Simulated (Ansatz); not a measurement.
Relaxation of BH8NSi (11 atoms, charge 0, multiplicity 1), to a largest force component of 0.03 eV/Å in at most 50 steps.

Computed with Ansatz 0.2.0, RKS PBE0-D4/def2-SVP.

```xyz
11
Properties=species:S:1:pos:R:3
B 0.227 -0.580 -0.104
H -0.682 0.872 1.573
H 1.248 0.057 -0.007
H -0.662 -0.271 -0.865
N 0.064 -1.793 0.720
H -0.799 -2.312 0.584
Si 1.220 -2.447 1.863
H 1.399 -3.914 1.644
H 2.510 -1.728 1.681
H 0.747 -2.258 3.271
H -0.646 0.158 1.647
```

Where does it end, and by what steps?

It converged. The force dipped under the threshold on the way, but the program's further checks kept it going. After 23 steps the energy has fallen by 0.322 eV; H2 moved furthest, 1.25 Å.

| step | energy less start (eV) | largest force component (eV/Å) | accepted |
| --- | --- | --- | --- |
| 0 | 0.0000 | 1.893 | yes |
| 1 | -0.1984 | 1.127 | yes |
| 2 | -0.2700 | 0.400 | yes |
| 3 | -0.2878 | 0.263 | yes |
| 4 | -0.3027 | 0.218 | yes |
| 5 | -0.3076 | 0.068 | yes |
| 6 | -0.3090 | 0.025 | yes |
| 7 | -0.3099 | 0.029 | yes |
| 8 | -0.3111 | 0.224 | yes |
| 9 | -0.3123 | 0.172 | yes |
| 10 | -0.3140 | 0.206 | yes |
| 11 | -0.3154 | 0.172 | yes |
| 12 | -0.3170 | 0.107 | yes |
| 13 | -0.3181 | 0.142 | yes |
| 14 | -0.3191 | 0.152 | yes |
| 15 | -0.3202 | 0.136 | yes |
| 16 | -0.3211 | 0.089 | yes |
| 17 | -0.3167 | 0.298 | no |
| 18 | -0.3218 | 0.048 | yes |
| 19 | -0.3220 | 0.054 | yes |
| 20 | -0.3222 | 0.040 | yes |
| 21 | -0.3221 | 0.040 | no |
| 22 | -0.3222 | 0.009 | yes |
| 23 | -0.3223 | 0.026 | yes |

```xyz
11
Properties=species:S:1:pos:R:3
B 0.470 -0.928 -0.537
H -1.126 0.899 2.742
H 1.614 -0.550 -0.647
H -0.372 -0.634 -1.356
N 0.117 -1.725 0.563
H -0.853 -2.028 0.612
Si 1.187 -2.301 1.839
H 1.328 -3.787 1.776
H 2.511 -1.650 1.648
H 0.618 -1.951 3.176
H -0.868 0.442 2.190
```

Time of the run: 43 s on 2 threads of Arm Neoverse V1, on a shared host, peak memory 0.16 GiB.
